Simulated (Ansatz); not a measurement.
Elements on the sites of an ideal fcc lattice, at a guessed lattice constant:

```yaml
crystal:
  lattice:
    - [-4.05345, 4.05345, -4.05345]
    - [4.05345, 4.05345, 4.05345]
    - [4.05345, -4.05345, -4.05345]
  atoms:
    - { symbol: Pt, position: [0.50000, 0.00000, 0.50000] }
    - { symbol: Pt, position: [0.75000, 0.50000, 0.75000] }
    - { symbol: Pt, position: [0.25000, 0.25000, 0.50000] }
    - { symbol: Pt, position: [0.50000, 0.75000, 0.75000] }
    - { symbol: Pt, position: [0.75000, 0.00000, 0.25000] }
    - { symbol: Pt, position: [0.50000, 0.25000, 0.25000] }
    - { symbol: Pt, position: [0.00000, 0.00000, 0.00000] }
    - { symbol: Pt, position: [0.75000, 0.25000, 0.00000] }
    - { symbol: Pt, position: [0.50000, 0.50000, 0.00000] }
    - { symbol: Au, position: [0.25000, 0.00000, 0.75000] }
    - { symbol: Au, position: [0.00000, 0.25000, 0.75000] }
    - { symbol: Au, position: [0.00000, 0.50000, 0.50000] }
    - { symbol: Au, position: [0.75000, 0.75000, 0.50000] }
    - { symbol: Au, position: [0.25000, 0.50000, 0.25000] }
    - { symbol: Au, position: [0.00000, 0.75000, 0.25000] }
    - { symbol: Au, position: [0.25000, 0.75000, 0.00000] }
```

Cell and atoms were relaxed without symmetry on coarser meshes and computed once more. Theory: DFT PBE, scalar-relativistic, plane waves, PAW (Ansatz).

Settings: cutoff 420 eV, Γ-centred mesh 6×6×6 on the computed 16-atom cell, Gaussian smearing of 0.10 eV; no spin polarisation.

The relaxation ran on 2×2×2 (shifted) and then 4×4×4 k points with a smearing of 0.1 eV, from sites shaken by 0.02 Å.

Q: What does the relaxation give?

A: A volume of 16.58 Å³/atom and no gap on the mesh. It lies 0.06 eV/atom above the elements' standard states (static lattices, no corrections for gases). The atoms leave their sites by 0.04 Å (root mean square) and 0.07 Å at most, and the cell stretches by up to 0.6 % at fixed volume.

```
CELL_PARAMETERS angstrom
-4.02492 4.07694 -4.06499
4.02278 4.05622 4.04610
4.02323 -4.05825 -4.04445
ATOMIC_POSITIONS crystal
Pt 0.50707 0.01123 0.50450
Pt 0.74236 0.49788 0.74869
Pt 0.25710 0.25365 0.50044
Pt 0.50579 0.75214 0.75477
Pt 0.74731 0.99947 0.24563
Pt 0.49847 0.24843 0.25090
Pt 0.99485 0.00154 0.00693
Pt 0.74309 0.24413 0.99685
Pt 0.50507 0.50023 0.99615
Au 0.25230 0.00215 0.75303
Au 0.00084 0.25017 0.75080
Au 0.99748 0.49466 0.49786
Au 0.74766 0.75024 0.50018
Au 0.25314 0.50144 0.25141
Au 0.00056 0.75120 0.25021
Au 0.25097 0.75222 0.00156
```

Spin-orbit coupling is left out, which matters for the bands of heavy elements.

Cost: 2 runs of about 16 core-minutes in all (earlier runs that led there not counted), on Arm Neoverse V2 (shared hosts).